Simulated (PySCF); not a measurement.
# NH (triplet) with other numerical set-ups

Aim: see how much the energy and properties of NH (triplet) depend on the numerical set-up.

Program: PySCF 2.14.0. Level of theory: method and basis as typed in the scripts. These are calculated values, not measurements.

2 further runs of the same task are left out: 2 that didn't finish.

### Step 1. Where the work starts

NH (triplet): 2 atoms, charge 0, spin multiplicity 3.

Bond lengths: H1–N2 0.975 Å.

### Step 2. The run that the others are compared with

File input.py:

```python
from pyscf import gto, scf

mol = gto.M(
    atom='H 0 0 0; N 0 0 0.975',
    basis='crenbl',
    ecp={'N': 'crenbl'},
    charge=0,
    spin=2,
    symmetry=True,
    verbose=4,
)
mf = scf.UHF(mol)
mf = mf.density_fit(auxbasis='def2-universal-jkfit')
mf.kernel()
mf.mulliken_pop()
mf.dip_moment()
print('orbital energies (hartree):', [e[max(0, n-3):n+3].round(4) for e, n in zip(mf.mo_energy, mol.nelec)])
```

Started as:

```
$ python input.py
```

The log of this run is left out.

In short: E(SCF) = -10.183114 Eh, 10 cycles, ⟨S²⟩ = 2.014, μ = 1.99 D.

The bond length is a typed value, not an optimised one. The triplet is typed in the script; nothing here shows that it is the ground state.

### Step 3. 6-311g** (core potential off)

Run 1 changes basis set: crenbl → 6-311g**; core potential: on → off. The core potential changes with it: totals don't compare.

File input.py:

```python
from pyscf import gto, scf

mol = gto.M(
    atom='H 0 0 0; N 0 0 0.975',
    basis='6-311g**',
    charge=0,
    spin=2,
    symmetry=True,
    verbose=4,
)
mf = scf.UHF(mol)
mf = mf.density_fit(auxbasis='def2-universal-jkfit')
mf.kernel()
mf.analyze()
print('orbital energies (hartree):', [e[max(0, n-3):n+3].round(4) for e, n in zip(mf.mo_energy, mol.nelec)])
```

Started as:

```
$ python input.py
```

### Step 4. Def2-tzvpp (core potential off)

Run 2 changes basis set: crenbl → def2-tzvpp; core potential: on → off. The core potential changes with it: totals don't compare.

File input.py:

```python
from pyscf import gto, scf

mol = gto.M(
    atom='H 0 0 0; N 0 0 0.975',
    basis='def2-tzvpp',
    charge=0,
    spin=2,
    symmetry=True,
    verbose=4,
)
mf = scf.UHF(mol)
mf = mf.density_fit(auxbasis='def2-universal-jkfit')
mf.kernel()
mf.analyze()
print('orbital energies (hartree):', [e[max(0, n-3):n+3].round(4) for e, n in zip(mf.mo_energy, mol.nelec)])
```

### Step 5. 6-31g* (core potential off)

Run 3 changes basis set: crenbl → 6-31g*; core potential: on → off. The core potential changes with it: totals don't compare.

File input.py:

```python
from pyscf import gto, scf

mol = gto.M(
    atom='H 0 0 0; N 0 0 0.975',
    basis='6-31g*',
    charge=0,
    spin=2,
    symmetry=True,
    verbose=4,
)
mf = scf.UHF(mol)
mf = mf.density_fit(auxbasis='def2-universal-jkfit')
mf.kernel()
mf.analyze()
print('orbital energies (hartree):', [e[max(0, n-3):n+3].round(4) for e, n in zip(mf.mo_energy, mol.nelec)])
```

### Step 6. Cc-pvdz (core potential off)

Run 4 changes basis set: crenbl → cc-pvdz; core potential: on → off. The core potential changes with it: totals don't compare.

File input.py:

```python
from pyscf import gto, scf

mol = gto.M(
    atom='H 0 0 0; N 0 0 0.975',
    basis='cc-pvdz',
    charge=0,
    spin=2,
    symmetry=True,
    verbose=4,
)
mf = scf.UHF(mol)
mf = mf.density_fit(auxbasis='def2-universal-jkfit')
mf.kernel()
mf.analyze()
print('orbital energies (hartree):', [e[max(0, n-3):n+3].round(4) for e, n in zip(mf.mo_energy, mol.nelec)])
```

### Step 7. Cartesian functions on

Run 5 changes Cartesian functions: off → on.

Changes to input.py since step 2:

```diff
@@ -9,2 +9,3 @@
     symmetry=True,
+    cart=True,
     verbose=4,
```

Q: Predict the outcome of this session. Wanted: for each run, E(SCF); from base; gap, α spin; SCF dipole.

As calculated:

```csv
run,E(SCF) (hartree),from base (eV),cycles,"gap, α spin (eV)",SCF dipole (D),functions
base,-10.183114,0,10,19.79,1.99,20
6-311g** (core potential off),-54.974044,not comparable,10,19.15,1.75,24
def2-tzvpp (core potential off),-54.982062,not comparable,10,18.86,1.71,45
6-31g* (core potential off),-54.956526,not comparable,10,21.47,1.79,16
cc-pvdz (core potential off),-54.963782,not comparable,10,19.95,1.69,19
Cartesian functions on,-10.183114,0.0000,10,19.79,1.99,20
```

With Cartesian functions on the SCF ends at the base energy. The basis has no d shells, so the Cartesian switch can't act.
